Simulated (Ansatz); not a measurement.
**SiAs⁺, triplet: the ladder up to full CI**

Geometry: a PBE0/def2-TZVP stationary point for this spin.

```xyz
2

Si    0.0000    0.0000    0.0000
As    0.0000    0.0000    2.3242
```

Basis cc-pVDZ; Ansatz 0.2.0. Correlated methods freeze the noble-gas cores and the filled d shells of p-block atoms, which leaves 8 electrons in 26 orbitals. Prefix R: restricted or restricted open-shell reference. Active spaces: valence = (8e, 8o) chosen from the atoms' valence shells. No spin–orbit coupling is included, and no scalar relativity.

Full CI is exact within this basis and frozen core; it isn't the basis-set limit.

For open shells CISD is restricted-active-space CI with the open shells as a complete middle space.

The UHF ⟨S²⟩ is 2.049, the T1 diagnostic (RCCSD) is 0.0299 and the largest doubles amplitude (RCCSD) is 0.074.

Question: From what is known of these methods and the diagnostics, rank them by the size of their error in total energy against full CI in cc-pVDZ, smallest first (an estimate: the text doesn't fix the numbers).
A. RHF
B. MRCISD (valence space)
C. CISD
D. CASSCF (valence space)
E. RCCSDTQ

Answer: E (0 meV), B (205 meV), C (486 meV), D (2950 meV), A (4490 meV).

All errors are against full CI in cc-pVDZ. Within each family the higher level lies nearer, as is usual though not guaranteed.

The full-CI state has the irrep A2 of C2v, in the program's axes (one component, if the state is degenerate).

Natural occupations of full CI about the gap: 1.957 1.924 1.883 0.977 0.977 0.061 0.061 0.057 0.016 0.016; effectively unpaired electrons, Σ n²(2−n)², 2.12.
